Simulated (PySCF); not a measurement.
Series CXY, Y = H, computed as singlets and as triplets. Gas-phase values, no solvent. One relaxed conformer stands for each flexible species; it need not be the lowest. Strings in code marks are SMILES.

The HOMO–LUMO gap from two functionals at the same geometries (PBE0-D3(BJ)/def2-TZVP), both in PySCF: PBE-D3(BJ)/def2-TZVP and PBE0-D3(BJ)/def2-TZVP. 

| species | PBE-D3(BJ)/def2-TZVP (eV) | PBE0-D3(BJ)/def2-TZVP (eV) |
|---|---|---|
| X = hydroxy, multiplicity 1 (`[CH]O` (lower singlet; H–C–O–H torsion 0°)) | 2.19 | 4.90 |
| X = amino, multiplicity 1 (`[CH]N` (lower singlet)) | 2.98 | 5.59 |
| X = formyl, multiplicity 1 (`[CH]C=O` (singlet; the order of the spin states depends on the level; H–C–C–O torsion 83°)) | 2.60 | 5.08 |

Over these rows, drawn at random from the members with no instability flagged (it was tested for open shells, ions and some series alone), PBE minus PBE0-D3(BJ): mean -2.60 eV, from -2.71 eV to -2.48 eV.
